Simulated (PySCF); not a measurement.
Molecule: `CC#C[C@H]1CS1`, C5H6S.

Numbering as in the mapped SMILES `[CH3:1][C:2]#[C:3][C@H:4]1[CH2:5][S:6]1`. Hydrogens are named by the atom that carries them. Ha(C5) is cis to C3 on the ring; Hb(C5) is trans to C3 on the ring.

Geometry PBE0-D3(BJ)/def2-SVP throughout; GIAO in PySCF 2.14, gas phase, one conformer, non-relativistic; equivalent atoms averaged; basis pcSseg-1.

For orientation, WP04 gives these absolute shieldings σ: C2 94.3, C3 93.7, C5 139.9, C4 145.5, C1 165.1, S6 577.4, H(C4) 28.61, Hb(C5) 29.23, H(C1) 29.70 ppm.

A run gave: C2 100.0, C3 99.6, C5 153.3, C4 160.2, C1 178.5, S6 649.6, H(C4) 28.28, Hb(C5) 28.93, H(C1) 29.45 ppm (absolute shieldings σ).

Which functional was used in that run?
A. mPW1PW91
B. LC-wPBE
C. BLYP
D. B97-2

Answers

A. C3 tells them apart best: mPW1PW91 gives 99.6, LC-wPBE gives 101.5, BLYP gives 92.9, B97-2 gives 102.1 ppm.
